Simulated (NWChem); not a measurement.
The numbers come from NWChem runs, not from measurements. System: C₃H₄, charge 0, spin multiplicity 1, displaced from the optimised geometry. Level: RHF/cc-pVDZ, spin-restricted.

The NWChem input:

```
start mol
memory heap 200 mb stack 900 mb global 1100 mb
geometry units angstroms nocenter noautoz noautosym
  C      0.000000     0.000000     1.307762
  C      0.000000     0.000000    -0.000000
  C      0.000000     0.000000    -1.307762
  H      0.000000    -0.861811     1.829511
  H      0.000000     0.936751     1.874880
  H      0.936751     0.000000    -1.874880
  H     -0.936751     0.000000    -1.874880
end
basis spherical
  * library cc-pvdz
end
scf
  rhf
  nopen 0
  maxiter 100
  thresh 1e-7
  semidirect memsize 60000000 filesize 0
end
task scf energy
```

Output (cleaned and shortened):

```
             Northwest Computational Chemistry Package (NWChem) 7.3.0
             --------------------------------------------------------

                                NWChem Input Module
                                -------------------

 Scaling coordinates for geometry "geometry" by  1.889725989
 (inverse scale =  0.529177249)

                             Geometry "geometry" -> ""
                             -------------------------

 Output coordinates in angstroms (scale by  1.889725989 to convert to a.u.)

  No.       Tag          Charge          X              Y              Z
 ---- ---------------- ---------- -------------- -------------- --------------
    1 C                    6.0000     0.00000000     0.00000000     1.30776200
    2 C                    6.0000     0.00000000     0.00000000     0.00000000
    3 C                    6.0000     0.00000000     0.00000000    -1.30776200
    4 H                    1.0000     0.00000000    -0.86181100     1.82951100
    5 H                    1.0000     0.00000000     0.93675100     1.87488000
    6 H                    1.0000     0.93675100     0.00000000    -1.87488000
    7 H                    1.0000    -0.93675100     0.00000000    -1.87488000

 Effective nuclear repulsion energy (a.u.)      59.3425701501

            Nuclear Dipole moment (a.u.)
            ----------------------------
        X                 Y               Z
 ---------------- ---------------- ----------------
     0.0000000000     0.1416160656    -0.0857349784


 Summary of "ao basis" -> "" (spherical)
 ------------------------------------------------------------------------------
       Tag                 Description            Shells   Functions and Types
 ---------------- ------------------------------  ------  ---------------------
 *                          cc-pvdz                   on all atoms

 Summary of "ao basis" -> "ao basis" (spherical)
 ------------------------------------------------------------------------------
       Tag                 Description            Shells   Functions and Types
 ---------------- ------------------------------  ------  ---------------------
 C                          cc-pvdz                  6       14   3s2p1d
 H                          cc-pvdz                  3        5   2s1p

                                 NWChem SCF Module
                                 -----------------

  ao basis        = "ao basis"
  functions       =    62
  atoms           =     7
  closed shells   =    11
  open shells     =     0
  charge          =   0.00
  wavefunction    = RHF
  use symmetry    = F
  symmetry adapt  = F

 Summary of "ao basis" -> "ao basis" (spherical)
 ------------------------------------------------------------------------------
       Tag                 Description            Shells   Functions and Types
 ---------------- ------------------------------  ------  ---------------------
 C                          cc-pvdz                  6       14   3s2p1d
 H                          cc-pvdz                  3        5   2s1p

 Forming initial guess at       0.0s

      Superposition of Atomic Density Guess
      -------------------------------------

 Sum of atomic energies:        -114.99555433

      Non-variational initial energy
      ------------------------------

 Total energy =    -116.755855
 1-e energy   =    -269.815485
 2-e energy   =      93.717060
 HOMO         =      -0.309362
 LUMO         =       0.020025

 Starting SCF solution at       0.2s

 ----------------------------------------------
         Quadratically convergent ROHF

 Convergence threshold     :          1.000E-07
 Maximum no. of iterations :          100
 Final Fock-matrix accuracy:          1.000E-09
 ----------------------------------------------

              iter       energy          gnorm     gmax       time
             ----- ------------------- --------- --------- --------
                 1     -115.8318252046  5.80D-01  2.10D-01      0.3
                 2     -115.8660562331  1.34D-01  2.82D-02      0.3
                 3     -115.8674777874  1.06D-02  4.62D-03      0.3
                 4     -115.8675007656  1.07D-04  3.21D-05      0.3
                 5     -115.8675007668  7.04D-09  3.03D-09      0.4

       Final RHF  results
       ------------------

         Total SCF energy =   -115.867500766839
      One-electron energy =   -272.244387420894
      Two-electron energy =     97.034316503945
 Nuclear repulsion energy =     59.342570150111

        Time for solution =      0.1s

             Final eigenvalues
             -----------------

              1
    1  -11.2665
    2  -11.2446
    3  -11.2363
    4   -1.0734
    5   -0.9593
    6   -0.7177
    7   -0.6289
    8   -0.6101
    9   -0.6006
   10   -0.3757
   11   -0.3747
   12    0.1665
   13    0.1702
   14    0.2022
   15    0.2267
   16    0.2800
   17    0.2814
   18    0.4356
   19    0.4405
   20    0.5927
   21    0.6755

                       ROHF Final Molecular Orbital Analysis
                       -------------------------------------

 Vector    9  Occ=2.000000D+00  E=-6.005976D-01
              MO Center=  1.1D-13, -5.5D-05, -1.4D+00, r^2= 1.5D+00
   Bfn.  Coefficient  Atom+Function         Bfn.  Coefficient  Atom+Function
  ----- ------------  ---------------      ----- ------------  ---------------
    32      0.413970  3 C  px                53      0.297780  6 H  s
    58     -0.297780  7 H  s                 18      0.162967  2 C  px
    35      0.154943  3 C  px

 Vector   10  Occ=2.000000D+00  E=-3.757334D-01
              MO Center= -7.6D-16,  1.1D-02, -5.5D-01, r^2= 1.9D+00
   Bfn.  Coefficient  Atom+Function         Bfn.  Coefficient  Atom+Function
  ----- ------------  ---------------      ----- ------------  ---------------
    33      0.403502  3 C  py                19      0.352642  2 C  py
    36      0.307387  3 C  py                22      0.257270  2 C  py

 Vector   11  Occ=2.000000D+00  E=-3.747145D-01
              MO Center=  3.9D-15, -9.7D-04,  5.2D-01, r^2= 2.0D+00
   Bfn.  Coefficient  Atom+Function         Bfn.  Coefficient  Atom+Function
  ----- ------------  ---------------      ----- ------------  ---------------
     4      0.401545  1 C  px                18      0.349537  2 C  px
     7      0.306544  1 C  px                21      0.256729  2 C  px

 Vector   12  Occ=0.000000D+00  E= 1.664927D-01
              MO Center= -4.1D-13, -5.2D-04,  5.0D-02, r^2= 3.7D+00
   Bfn.  Coefficient  Atom+Function         Bfn.  Coefficient  Atom+Function
  ----- ------------  ---------------      ----- ------------  ---------------
    54      0.664347  6 H  s                 59     -0.664347  7 H  s
     7      0.645096  1 C  px                21     -0.582471  2 C  px
    18     -0.373764  2 C  px                35     -0.362233  3 C  px
     4      0.305663  1 C  px

 Vector   13  Occ=0.000000D+00  E= 1.701617D-01
              MO Center= -2.6D-16,  1.2D-01, -7.7D-02, r^2= 3.7D+00
   Bfn.  Coefficient  Atom+Function         Bfn.  Coefficient  Atom+Function
  ----- ------------  ---------------      ----- ------------  ---------------
    49      0.806776  5 H  s                 36      0.652919  3 C  py
    22     -0.598567  2 C  py                44     -0.485883  4 H  s
    19     -0.376394  2 C  py                 8     -0.339194  1 C  py
    33      0.305698  3 C  py                 3     -0.159433  1 C  s

 Vector   14  Occ=0.000000D+00  E= 2.021785D-01
              MO Center= -4.6D-13, -7.1D-02, -4.4D-01, r^2= 7.7D+00
   Bfn.  Coefficient  Atom+Function         Bfn.  Coefficient  Atom+Function
  ----- ------------  ---------------      ----- ------------  ---------------
    31      1.281678  3 C  s                  3      1.187746  1 C  s
    54     -1.085828  6 H  s                 59     -1.085828  7 H  s
    44     -1.022046  4 H  s                 49     -0.768468  5 H  s
    37     -0.642370  3 C  pz                 9      0.468732  1 C  pz
    17      0.340852  2 C  s

 center of mass
 --------------
 x =   0.00000000 y =   0.00356532 z =  -0.00215846

 moments of inertia (a.u.)
 ------------------
         202.407369271673           0.000000000000           0.000000000000
           0.000000000000         202.892967658345          -0.646700715864
           0.000000000000          -0.646700715864          12.146954376521

  Mulliken analysis of the total density
  --------------------------------------

    Atom       Charge   Shell Charges
 -----------   ------   -------------------------------------------------------
    1 C    6     5.99   2.00  0.64  0.27  2.04  0.99  0.06
    2 C    6     6.23   2.00  0.71  0.51  1.89  1.02  0.09
    3 C    6     6.07   2.00  0.64  0.34  2.00  1.02  0.06
    4 H    1     0.95   0.79  0.13  0.04
    5 H    1     0.92   0.74  0.15  0.03
    6 H    1     0.92   0.74  0.15  0.03
    7 H    1     0.92   0.74  0.15  0.03

       Multipole analysis of the density wrt the origin
       ------------------------------------------------

     L   x y z        total         open         nuclear
     -   - - -        -----         ----         -------
     0   0 0 0     -0.000000      0.000000     22.000000

     1   1 0 0     -0.000000      0.000000      0.000000
     1   0 1 0     -0.002255      0.000000      0.141616
     1   0 0 1      0.005316      0.000000     -0.085735

     2   2 0 0    -14.453601      0.000000      6.267235
     2   1 1 0     -0.000000      0.000000      0.000000
     2   1 0 1      0.000000      0.000000      0.000000
     2   0 2 0    -14.543814      0.000000      5.785912
     2   0 1 1      0.016909      0.000000      0.641374
     2   0 0 2    -11.500213      0.000000    122.900081

 Task  times  cpu:        0.4s     wall:        0.4s

 Total times  cpu:        0.4s     wall:        0.4s
```
